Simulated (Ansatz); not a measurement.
**Structure relaxation of PW2**

All numbers below come from DFT PBE, scalar-relativistic, plane waves, PAW in Ansatz. Cutoff 420 eV, Γ-centred k mesh, Gaussian smearing, no spin polarisation in the final step.

PW2 was placed on the rutile structure type (P4_2/mnm, No. 136), with P in place of Ti, W in place of O, at a guessed volume.

```
P W
1.0
     5.45804    0.00000    0.00000
     0.00000    5.45804    0.00000
     0.00000    0.00000    3.51553
P W
2 4
Cartesian
  0.0000 0.0000 0.0000
  2.7290 2.7290 1.7578
  1.6702 1.6702 0.0000
  1.0589 4.3992 1.7578
  3.7879 3.7879 0.0000
  4.3992 1.0589 1.7578
```

Cell and atoms relax at zero pressure; the relaxation can't lower the symmetry of the start. After a coarse first stage the cell is made exact in the group found at 0.06 Å.

The zero of energy is the elements' standard structures at the same level; no fitted shifts are applied.

What does it relax into?

It keeps P4_2/mnm (No. 136). The result has the rutile structure. Conventional cell: a = 5.576 Å, c = 3.301 Å. P has 6 W at 2.31–2.33 Å; W has 3 P at 2.31–2.33 Å.

```
P W
1.0
     5.57619    0.00000    0.00000
     0.00000    5.57619    0.00000
     0.00000    0.00000    3.30120
P W
2 4
Direct
  0.00000 0.00000 0.00000
  0.50000 0.50000 0.50000
  0.29485 0.29485 0.00000
  0.20515 0.79485 0.50000
  0.70515 0.70515 0.00000
  0.79485 0.20515 0.50000
```

What are its volume, energy, density and gap?

The volume per atom is 17.11 Å³, the density is 12.90 g/cm³ and the energy over the elements is 0.78 eV/atom. The gap on the 6×6×10 mesh is 0 eV (a metal).

The final run used a 6×6×10 mesh on its 6-atom cell and 0.10 eV smearing. For metals, differences of a few meV/atom aren't resolved. Spin–orbit coupling is left out. A structure relaxed within its symmetry needn't be a true minimum.